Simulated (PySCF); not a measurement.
Ligands exchanged one at a time, Al Cl-NH2. Gas-phase values, no solvent. Strings in code marks are SMILES.

The numbers are results of PBE-D3(BJ)/def2-TZVP run with PySCF, not measurements. All candidates: neutral, multiplicity 1. Excitations are Tamm–Dancoff values on a coarser integration grid. The basis has no diffuse functions, so Rydberg states are missing or too high.

* **LUMO**: -0.55 eV
* **T1 excitation (TDA)**: 4.58 eV
* **HOMO**: -5.27 eV

Say which member has these values.
A. `[Cl][Al]([Cl])[Cl]`
B. `[NH2][Al]([NH2])[NH2]`
C. `[NH2][Al]([Cl])[Cl]`
D. `[NH2][Al]([NH2])[Cl]`

B, `[NH2][Al]([NH2])[NH2]`. The others give `[NH2][Al]([Cl])[Cl]`: -1.53 eV, 4.80 eV, -6.56 eV; `[Cl][Al]([Cl])[Cl]`: -2.23 eV, 5.60 eV, -7.96 eV; `[NH2][Al]([NH2])[Cl]`: -0.96 eV, 4.66 eV, -5.79 eV
